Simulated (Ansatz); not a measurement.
The input, for Ansatz 0.2.0:

```yaml
crystal:
  periodic: [false, false, false]
  atoms:
    - {symbol: C, position_ang: [0.000000, -0.120265, 0.000000]}
    - {symbol: H, position_ang: [0.000000, 0.716546, -2.011249]}
    - {symbol: H, position_ang: [0.000000, 0.716546, 2.011249]}
basis:
  gaussian: {orbitals: 6-31G}
magnetization: {spin_polarized: false, initial_magnetization: 2}
correlation: {active_space: {ras: {orbitals: [2, 2, 8], electrons: 6, max_holes: 4, max_particles: 4}, fixed_orbitals: true}}
scf: {lower_state_search: light}
```

```sh
$ ansatz run in.yaml --threads 1 --pin off --events-out ev --progress --plain --max-ram 2393MiB
```

Log:

```
191 factors; integrals over basis functions are off by at most 1.3e-4 eV
mean field evaluation 1: about -1049.0776 eV, gradient 9.0e0 eV
mean field evaluation 2: about -1049.0775 eV, gradient 9.0e0 eV
mean field evaluation 4: about -1049.7628 eV, gradient 1.1e0 eV
mean field evaluation 8: about -1049.8003 eV, gradient 1.2e-2 eV
mean field evaluation 16: about -1049.8003 eV, gradient 3.0e-5 eV
mean field evaluation 32: about -1050.4969 eV, gradient 2.6e-6 eV
mean field evaluation 64: about -1049.4441 eV, gradient 1.2e-3 eV
mean field evaluation 96: about -1049.7995 eV, gradient 1.7e-1 eV
mean field evaluation 128: about -1049.4885 eV, gradient 4.7e-1 eV
mean field evaluation 160: about -1050.3623 eV, gradient 7.7e-1 eV
mean field evaluation 192: about -1050.1355 eV, gradient 2.2e0 eV
mean field evaluation 224: about -1049.7982 eV, gradient 2.2e-1 eV
mean field -1050.49688582 eV, -38.6050485017 hartree, gradient 2.6e-6 eV, S^2 2.000000; 19 other end points of the search recorded, 0 dependent functions left out
reference -1050.49688582 eV, -38.6050485017 hartree; 5, 3 occupied and 8, 10 virtual orbitals, 191 factors
state -1054.16938490 eV, -38.7400103534 hartree
Total energy: -1054.16938490 eV, -38.7400103534 hartree
```

Natural occupations: 1.9290 1.5564 1.0045 0.9946 0.2665 0.2279 0.0079 0.0067 0.0033 0.0025 0.0005 0.0003.

Ran on 1 thread of Arm Neoverse V1, shared host: 0.51 s wall, 0.18 GiB peak host memory.
